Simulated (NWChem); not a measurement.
# Basis-set dependence for methylamine (CH₅N)

```
C
H 1 1.1017
H 1 1.1017 2 106.33
H 1 1.1109 2 107.02 3 114.13
N 1 1.4464 2 109.84 3 -118.80
H 5 1.0177 1 110.59 2 -63.08
H 5 1.0177 6 106.10 1 119.97
```
Charge 0, spin multiplicity 1.

All runs are NWChem calculations. Structure: optimised with PBE0/def2-SVP, a minimum by its harmonic frequencies.

Hartree-Fock energies in Ha, correlation energies in mHa.

The correlated methods keep 2 core orbitals frozen. Coupled-cluster values serve here as a point of comparison, not as the truth.

```tsv
basis	functions	RHF	MP2	SCS-MP2	CCSD	CCSD+T(CCSD)	CCSD(T)	CR-CCSD[T]	CR-CCSD(T)	RI-MP2
3-21G	28	-94.67904	-200.8	-205.8	-226.1	-230.7	-230.5	-229.9	-229.7	not run
cc-pVDZ	53	-95.22122	-325.9	-327.4	-356.5	-365.2	-365.0	-363.6	-363.4	-325.8
cc-pVTZ	130	-95.25225	-404.8	-409.0	not run	not run	not run	not run	not run	-404.7
```

From cc-pVDZ to cc-pVTZ the Hartree-Fock energy moves by -31.0 mHa and the MP2 correlation energy by -78.9 mHa, which is 19 % of its value in the larger set.
